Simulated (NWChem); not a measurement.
Species: formamide (CH3NO); SMILES NC=O

```xyz
6

N     -0.1838     1.0729     0.0000
C      0.3844    -0.1567     0.0000
O     -0.2170    -1.2023     0.0000
H     -1.1937     1.1499     0.0000
H      0.3750     1.9139     0.0000
H      1.5020    -0.1003     0.0000
```
Atoms are numbered in this order, from 1.

Computed with NWChem. Structure relaxed at the PBE0/def2-SVP level. Solvent water, SMD (1 M gas to 1 M solution), gas-phase geometry.

```json
[
 {"level": "PBE0/3-21G", "basis functions": "33", "solvation free energy (kcal/mol)": "-7.6", "cavity-dispersion-structure term (kcal/mol)": "3.8", "dipole in solution (D)": "4.91"},
 {"level": "PBE0/pcseg-1", "basis functions": "57", "solvation free energy (kcal/mol)": "-8.6", "cavity-dispersion-structure term (kcal/mol)": "3.8", "dipole in solution (D)": "5.32"},
 {"level": "PBE0/aug-pcseg-1", "basis functions": "96", "solvation free energy (kcal/mol)": "-8.5", "cavity-dispersion-structure term (kcal/mol)": "3.8", "dipole in solution (D)": "5.47"},
 {"level": "PBE0/pcseg-2", "basis functions": "132", "solvation free energy (kcal/mol)": "-8.7", "cavity-dispersion-structure term (kcal/mol)": "3.8", "dipole in solution (D)": "5.49"},
 {"level": "PBE0/def2-TZVPP", "basis functions": "135", "solvation free energy (kcal/mol)": "-8.5", "cavity-dispersion-structure term (kcal/mol)": "3.8", "dipole in solution (D)": "5.43"}
]
```
